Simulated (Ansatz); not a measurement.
```yaml
crystal:
  periodic: [false, false, false]
  atoms:
    - {symbol: B, position_ang: [-1.405559, -0.352301, -0.868252]}
    - {symbol: B, position_ang: [0.824192, 0.576682, -1.616611]}
    - {symbol: C, position_ang: [0.194794, -0.529133, 1.440522]}
    - {symbol: H, position_ang: [-3.431110, -1.787463, -0.823538]}
    - {symbol: H, position_ang: [3.099539, 1.973921, -2.364936]}
    - {symbol: H, position_ang: [0.389418, -1.151986, 3.198979]}
    - {symbol: H, position_ang: [2.776060, 0.769556, 1.117249]}
basis:
  gaussian: {orbitals: ANO-RCC-VTZP}
hamiltonian: {xc: {name: PBE-QIDH}}
output: {forces: true}
```

```sh
$ ansatz run in.yaml --threads 2 --pin off --events-out ev --progress --plain --max-ram 4352MiB
```

Shortened log:

```
Functional definition: PBE-QIDH
861 factors; integrals over basis functions are off by at most 1.1e-3 eV
mean field evaluation 1: about -2408.7235 eV, gradient 3.5e1 eV
mean field evaluation 2: about -2408.7232 eV, gradient 3.5e1 eV
mean field evaluation 4: about -2406.2804 eV, gradient 4.2e1 eV
mean field evaluation 8: about -2418.5196 eV, gradient 7.7e-1 eV
mean field evaluation 16: about -2418.5333 eV, gradient 3.0e-2 eV
mean field evaluation 32: about -2418.5334 eV, gradient 1.0e-4 eV
mean field -2418.53337340 eV, -88.8794621316 hartree, gradient 2.4e-6 eV, S^2 0.000000; 2 other end points of the search recorded, 0 dependent functions left out; unrestricted orbitals would lower it
3 core orbitals not correlated: weight in the atoms' cores, before any rotation towards them, 1.000 or more for the frozen orbitals, at most 0.000 for the correlated occupied ones
reference -2418.53340016 eV, -88.8794631149 hartree; 7, 7 occupied and 136, 136 virtual orbitals, 861 factors
second order -14.24451918 eV of doubles, -0.00000000 eV of singles
Total energy: -2423.28157322 eV, -89.0539552564 hartree
Relativity: scalar
Atom 0 at    -1.405559    -0.352301    -0.868252 Å, force    -0.782135    -0.569386     0.705943 eV/Å
Atom 1 at     0.824192     0.576682    -1.616611 Å, force     0.458745    -0.021461    -0.099421 eV/Å
Atom 2 at     0.194794    -0.529133     1.440522 Å, force     1.040273    -0.778989     2.503306 eV/Å
Atom 3 at    -3.431110    -1.787463    -0.823538 Å, force     1.690514     1.044753    -0.154259 eV/Å
Atom 4 at     3.099539     1.973921    -2.364936 Å, force    -1.016542    -0.566002     0.548576 eV/Å
Atom 5 at     0.389418    -1.151986     3.198979 Å, force    -0.371017     1.324726    -3.438408 eV/Å
Atom 6 at     2.776060     0.769556     1.117249 Å, force    -1.019837    -0.433639    -0.065738 eV/Å
Dipole moment:    -0.177007    -0.054201     0.047563 e Å
```

In this input the coordinates are in bohr but typed as ångström. Self-consistency was reached. The result belongs to that input, not to the molecule as meant.
